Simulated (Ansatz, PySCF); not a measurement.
Species: CH2Cl, net charge 0, doublet state. It need not be the lowest isomer of its formula. 
Coordinates optimised at B3LYP-D3(BJ)/def2-TZVP (Ansatz, a first-principles code):
```xyz
4

C      0.0123    -0.2448    -1.0869
Cl    -0.0064     0.1282     0.5693
H      0.9694    -0.3350    -1.5718
H     -0.9338    -0.3757    -1.5841
```
Charge 0, spin multiplicity 2.


Quantity: enthalpy of formation at 298 K (from the atomisation energy, B3LYP-D3(BJ)/def2-TZVP harmonic zero-point and thermal terms from PySCF, and the atoms' enthalpies of formation in the G2/97 table; no spin-orbit terms, and no core term in the frozen-core levels), in eV. Valence correlation only, unless marked. UHF or UKS for open shells. Spin-orbit coupling is left out. Non-relativistic unless marked X2C. The coupled-cluster limit lacks core correlation, which all-electron functionals hold. CBS marks a two-point X^-3 extrapolation of the correlation energy; Hartree-Fock from the larger set. [CCSD(T)-MP2]/basis is that difference in the basis named.

```tsv
level	program	enthalpy of formation at 298 K (eV)	minus last row
BLYP-D3(BJ)/def2-TZVPD	Ansatz + dftd3	1.14	-0.06
BLYP-D4/def2-TZVPD	Ansatz + dftd4	1.15	-0.05
BP86/def2-TZVPD	PySCF	0.67	-0.53
PBE0/def2-SVP	Ansatz	1.03	-0.17
PBE0-D3(BJ)/def2-TZVP	Ansatz + dftd3	0.97	-0.23
PBE0-D4/def2-TZVPD	Ansatz + dftd4	0.96	-0.24
PBE0/def2-QZVPP	Ansatz	0.98	-0.22
PW6B95/def2-TZVPD	PySCF	1.10	-0.10
HSE06-D4/def2-TZVPD	Ansatz + dftd4	0.95	-0.25
wB97M-V/def2-TZVPD	Ansatz	1.13	-0.07
RPA@PBE/cc-pV(Q+d)Z	Ansatz	2.07	0.87
MP2/STO-3G	Ansatz	1.74	0.54
MP2/CBS(def2-TZVPPD,def2-QZVPPD)	Ansatz	1.05	-0.15
CCSD/cc-pV(D+d)Z	Ansatz	2.34	1.14
CCSD/CBS(def2-TZVPPD,def2-QZVPPD)	Ansatz	1.41	0.21
CCSD(T)/cc-pwCVTZ	Ansatz	1.53	0.33
CCSD(T)/def2-TZVPPD	Ansatz	1.49	0.29
X2C-CCSD(T)/cc-pVTZ-DK	Ansatz	1.59	0.39
RI-MP2/CBS(cc-pV(T+d)Z,cc-pV(Q+d)Z)+[CCSD(T)-MP2]/cc-pV(D+d)Z	Ansatz	1.16	-0.04
RI-MP2/CBS(def2-TZVPP,def2-QZVPP)+[CCSD(T)-MP2]/def2-QZVPP	Ansatz	1.20	0.00
CCSD(T)/CBS(def2-TZVPPD,def2-QZVPPD)	Ansatz	1.20	0.00
```
